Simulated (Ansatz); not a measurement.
Total energies of Si(SH)2H2 (SiH₄S₂) from Ansatz at PBE-D4/def2-TZVP, gas phase (1 Eh = 27.2114 eV = 2625.5 kJ/mol). The reference geometry is relaxed at r2SCAN-D4/def2-TZVP.

```xyz
7

Si   -0.3472    0.1851   -0.4721
S    -1.0412    0.1866    1.5476
H    -0.0440    0.9681    1.9993
S     1.6563   -0.5145   -0.7115
H     1.4219   -1.7025   -0.1259
H    -0.3080    1.5411   -1.0652
H    -1.3378   -0.6639   -1.1722
```

```tsv
state	geometry	energy (Eh)
charge 0 singlet	reference	-1087.87938
charge 1 doublet	reference	-1087.54135
free Si atom (triplet)	–	-289.22285
free S atom (triplet)	–	-397.93833
free H atom (doublet)	–	-0.49962
```

Problem. Work out the vertical ionisation energy to the doublet.

Solution. E(charge 1 doublet) − E(charge 0 singlet) = -1087.54135 − (-1087.87938) = 0.33803 Eh = 9.20 eV. For comparison, −ε of the highest occupied level is 6.28 eV at this level, 2.92 eV less.

Problem. What is the binding energy per atom against free atoms?

Solution. Atoms: 1 × (-289.22285) + 2 × (-397.93833) + 4 × (-0.49962) = -1087.09799 Eh. Binding: -1087.09799 − (-1087.87938) = 0.78139 Eh = 21.26 eV, or 3.04 eV for each of 7 atoms (no zero-point energy, no counterpoise term).
